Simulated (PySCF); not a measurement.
CS$_{2}$, singlet in cc-pV(D+d)Z: errors against RCCSDT(Q)

Geometry: MP2(full)/6-31G*, from the G2/97 set.

| atom | x (Å) | y (Å) | z (Å) |
| --- | --- | --- | --- |
| S | 0.0000 | 0.0000 | 1.5611 |
| C | 0.0000 | 0.0000 | 0.0000 |
| S | 0.0000 | 0.0000 | -1.5611 |

Basis cc-pV(D+d)Z; PySCF 2.14.0. Correlated methods freeze the noble-gas cores, which leaves 16 electrons in 49 orbitals. Prefix R: restricted or restricted open-shell reference.

Full CI isn't at hand for all of this; RCCSDT(Q) serves as the reference, and is uncertain by the last step of the cluster series or more.

- T1 diagnostic (ROHF- or RHF-based CCSD): 0.0210
- largest doubles amplitude (ROHF- or RHF-based CCSD): 0.083

```json
{"level": "RMP2", "E − E(RHF) (eV)": "-10.7982"}
{"level": "RCCSD", "E − E(RHF) (eV)": "-11.1617"}
{"level": "RCCSD(T)", "E − E(RHF) (eV)": "-11.8082"}
```

(1) Estimate how far RCCSDT(Q) in cc-pV(D+d)Z lies from RCCSD(T). The table doesn't fix it; the size of (T) and the diagnostics are the guide.

(1) RCCSDT(Q) in cc-pV(D+d)Z lies 81 meV below RCCSD(T), which is 12 % of the (T) step (-647 meV). T1 is raised, but (T) still catches most of what CCSD lacks. The miss exceeds 1 kcal/mol.

The other levels:

```csv
level,E − E(RCCSDT(Q)) (meV),share of correlation (%),wall time
RCCSDT,59,99.50,–
```

The correlation energy at RCCSDT(Q), counted from RHF, is -11.889 eV. That run took 15 min on 1 thread of Arm Neoverse V1, shared host.

Times are those of the correlated step on a shared host, with one SCF added for the restricted CCSD run; they ran on 1 thread of Arm Neoverse V1.

Atomization energy (electronic, same basis, no zero-point term; atoms at the same level, unrestricted beside the R rows where the molecule is a closed shell; the atoms' step beyond CCSDT comes from their full CI) at RCCSDT(Q): 1055.8 kJ/mol. Errors of other levels:

```csv
level,error (kJ/mol)
RHF,-387.5
RMP2,69.4
RCCSD,-57.2
RCCSD(T),-4.5
RCCSDT,-4.9
```

This basis is far from its limit, so the value isn't to be set against a measured one.
